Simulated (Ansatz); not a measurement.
The cluster Li₂S. Charge 0, multiplicity 1. Geometry relaxed at PBE0-D4/def2-TZVP.

Cartesian coordinates in Å:
```
Li -0.5346 -1.3092 -1.3162
Li 0.8957 0.9420 1.4291
S -0.3611 0.3672 -0.1130
```

The structure comes from a short search, and lower isomers may exist.

(1) Estimate the harmonic wavenumbers at RKS PBE0-D4/def2-TZVP (Ansatz, unscaled). Is this a minimum?

Results:

(1) 59, 605, 678 cm⁻¹. Yes, no mode is imaginary beyond noise. Zero-point energy 8.0 kJ/mol. Hardware: 4 threads of Arm Neoverse V1 on a shared host. Wall time 2.9 s.
